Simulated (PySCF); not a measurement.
C3H5FO2.
Atom-mapped SMILES: `[CH3:1][C@H:2]([F:3])[C:4](=[O:5])[OH:6]` (hydrogens: H7, H8, H9 on C1; H10 on C2; H11 on O6)

Theory: PBE0-D3(BJ)/def2-SVP geometry optimisation, gas phase (PySCF 2.14.0).

Entries marked ? are missing. Bonds in one row agree within 0.01 Å.

| coordinate | value |
| --- | --- |
| C1–C2 | ? |
| C2–F3 | 1.368 Å |
| C2–C4 | 1.520 Å |
| C4=O5 | ? |
| C4–O6 | ? |
| C1–H7, C1–H8, C1–H9 | 1.099 Å |
| C2–H10 | 1.107 Å |
| O6–H11 | 0.970 Å |
| C1–C2–F3 | ? |
| C1–C2–C4 | 111.4° |
| F3–C2–C4 | ? |
| C2–C4–O5 | ? |
| C2–C4–O6 | 113.4° |
| O5–C4–O6 | 123.9° |

Task: Fill in the missing values.

Result: 
- C1–C2 = 1.511 Å, drawn single (methyl carbon to sp3 C–F carbon); 0.01 Å below the sum of covalent radii, 1.52 Å.
- C4=O5 = 1.203 Å, drawn double (carboxylic acid carbon to acid carbonyl oxygen); 0.19 Å below the sum of covalent radii, 1.39 Å.
- C4–O6 = 1.329 Å, drawn single (carboxylic acid carbon to acid hydroxyl oxygen); 0.06 Å below the sum of covalent radii, 1.39 Å.
- C1–C2–F3 = 110.6°, at the sp3 C–F carbon; the outer atoms are 2.369 Å apart.
- F3–C2–C4 = 111.0°, at the sp3 C–F carbon; the outer atoms are 2.382 Å apart.
- C2–C4–O5 = 122.7°, at the carboxylic acid carbon; the outer atoms are 2.394 Å apart.

Radii are Cordero's, carbon taken as 0.76, 0.73 or 0.69 Å for four, three, and two or fewer neighbours.

Whether it is a minimum is left open (no frequencies). One conformer, not necessarily the lowest (C1–C2–C4–O5 -47°, C2–C4–O6–H 179°).
